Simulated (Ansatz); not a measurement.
Molecule: NH, net charge 0, singlet state. This is an excited singlet: at this geometry the triplet lies 1.85 eV lower at CCSD(T)/CBS(aug-cc-pVTZ,aug-cc-pVQZ). 
Coordinates optimised at B3LYP-D3(BJ)/def2-TZVP (Ansatz, an electronic-structure program):
```
N
H 1 1.0398
```
Charge 0, spin multiplicity 1.

Basis-set convergence of Hartree-Fock and MP2 correlation energies (hartree) with Ansatz. Cores are frozen in the correlated levels unless marked. Spin-orbit coupling is left out. No relativistic terms.

The Hartree-Fock reference is unstable (checked in the largest basis), which strains HF and MP2. 

| basis | functions | E(HF) | E(corr, MP2) |
|---|---|---|---|
| def2-SVPD | 28 | -54.81026 | -0.12810 |
| def2-TZVPPD | 54 | -54.87760 | -0.15792 |
| def2-QZVPPD | 96 | -54.87994 | -0.17046 |

Extrapolating the two largest sets (X = 3 and 4) as X^-3: E(corr) = (64·(-0.17046) - 27·(-0.15792))/37 = -0.1796 Eh, an estimate of the basis-set limit. The largest set recovers 94.9 % of it, the smallest 71.3 %.
